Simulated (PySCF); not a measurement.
**LiSi: frontier orbitals**

PBE0 at R = 2.363 Å; basis Li def2-TZVP, Si def2-TZVP; no relativity; PySCF 2.14. State: ⁴Σ⁻ (quartet), unpaired electrons σ ↑, π ↑↑. Only the outer orbitals are listed, counted within each symmetry.

```
spin  orbital  occ.  ε (eV)  on Li (%)   main shells (%)
   α       4σ     1  -56.37        100          100 Li s
   α       5σ     1  -11.90          2           98 Si s
   α       6σ     1   -5.37         14  83 Si p, 12 Li s
   α       2π     1   -4.61         10  90 Si p, 10 Li p
   α       2π     1   -4.61         10  90 Si p, 10 Li p
   α       7σ     0   -1.60         97  72 Li s, 24 Li p
   α       3π     0    0.16         88   88 Li p, 8 Si p
   α       3π     0    0.16         88   88 Li p, 8 Si p
   β       4σ     1  -56.19        100          100 Li s
   β       5σ     1   -9.16          6           93 Si s
   β       6σ     0   -1.74         38  59 Si p, 36 Li s
   β       2π     0   -1.04         26  74 Si p, 26 Li p
   β       2π     0   -1.04         26  74 Si p, 26 Li p
```

Which are the highest filled and the lowest empty level, where do they sit, and how wide is the gap?

Highest filled α 2π at -4.61 eV (in %: 90 Si p, 10 Li p); lowest empty β 6σ at -1.74 eV (in %: 59 Si p, 36 Li s); the gap at PBE0 is 2.87 eV.

- bond order (Mayer): 0.72
- ⟨S²⟩: 3.750
- charge on Li (Mulliken, basis-dependent): 0.59
- charge on Li (Löwdin, basis-dependent): 0.27
- dipole moment (positive dipole means Li(−)Si(+)): -6.03 D
- polarisability along the bond: 91.1 bohr³
- polarisability across the bond: 57.4 bohr³

The state was picked by a PBE0 search and need not be the measured ground state.
